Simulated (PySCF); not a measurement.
# One molecule, a ladder of functionals, a line

Molecule: `C(#C)C(C)C`, C5H8.

Atom-mapped SMILES (the numbers label the heavy atoms): `[CH:1]#[C:2][CH:3]([CH3:4])[CH3:5]`; H(Xn) means a hydrogen on atom n.

GIAO shieldings (ppm, equivalent atoms averaged) in PySCF on the PBE0-D3(BJ)/def2-SVP geometry, basis pcSseg-2, gas phase, non-relativistic:

| functional | exact exchange (%) | σ(C2) | σ(C3) |
| --- | --- | --- | --- |
| BLYP | 0 | 80.7 | 147.1 |
| BP86 | 0 | 84.5 | 152.4 |
| PBE | 0 | 84.0 | 152.6 |
| B3LYP | 20 | 84.1 | 153.3 |
| mPW1PW91 | 25 | 88.0 | 158.8 |
| BHandHLYP | 50 | 89.3 | 160.8 |
| HF | 100 | 99.0 | 171.8 |

**Question.** Fit each shielding as a line in the percentage of exact exchange.

**Answer.** σ(C2) = 82.7 + 0.16 x (rms 1.5 ppm); σ(C3) = 150.8 + 0.21 x (rms 2.1 ppm). The functionals also differ in their semilocal parts, which the line can't hold; Hartree–Fock has no correlation at all.

**Question.** What does the line predict for PBE0 (25 %), and what does the run give?

**Answer.** σ(C2): 86.7 predicted, 88.2 computed; σ(C3): 156.1 predicted, 159.6 computed ppm.
